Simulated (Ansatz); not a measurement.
Results of r²SCAN+rVV10 (Ansatz, a program for electronic structure, PAW) for bcc Fe.

Output (set-up and result lines):

```
Crystal: 1 atoms, lattice volume = 11.636 Å³
Basis set: ecut = 560 eV, 369 PW (Γ), exchange–correlation on 60×60×60 points (27 copies of the dense FFT grid, shifted against one another)
Bands: 14, of which v1, the nominal top of the filled ones, is band 8 counted from 1 (7 counted from 0)
Symmetry: 48 space group operations
Space group: Im-3m (ITA 229), of the structure as read, at distance tolerance 2.3e-5 Å
k-points: 511 of 17576
Initial density: superposition of atomic densities (chi_scale 0.1, normalization cell)
Functional: x = r2scan, c = r2scan + rvv10(b = 11.95, C = 0.0093); τ floored in thin density (d = 2e-4 eV/Å³)
SCF 1 converged in 18 iterations: F = -4485.021653 eV  dr2 = 1.20e-12
SCF converged after 18 iterations
Magnetization: 2.6286 μB (9.3143 up, 6.6857 down)
Free energy (F): -4485.021653 eV
Internal energy: -4485.015633 eV  (E = F + TS)
E sigma→0 (E₀):  -4485.018643 eV
Fermi energy:    17.942319 eV
--- Stress (GPa, compression-positive) ---
       -0.092361      -0.000000       0.000000
        0.000000      -0.092361       0.000000
        0.000000      -0.000000      -0.092361
  P = ⅓ Tr σ = -0.0924 GPa (-0.924 kbar)
```

Q: Write an input file that could have produced this run (the log leaves some choices open).

A: This is not unique; one that fits is 
Ansatz 0.2 input:
```yaml
crystal:
  lattice:
    - [-1.4275372345, 1.4275372345, 1.4275372345]
    - [1.4275372345, -1.4275372345, 1.4275372345]
    - [1.4275372345, 1.4275372345, -1.4275372345]
  atoms:
    - { symbol: Fe, position: [0.0, 0.0, 0.0], spin: 2.5 }
basis:
  ecutwfc: 560
  ecutrho_ratio: 4
  xc_grid: 3
kpoints:
  mp_grid: { grid: [26, 26, 26] }
hamiltonian:
  xc: r2scan
  dispersion: rvv10
  pseudopotentials: { kind: paw }
scf:
  occupations: { method: fermi_dirac, width: 0.05 }
  convergence: { dr2_threshold: 0.0000000001 }
output:
  forces: false
  stress: true
  eigenvalues: true
magnetization:
  spin_polarized: true
```

The PAW data were made under PBE.
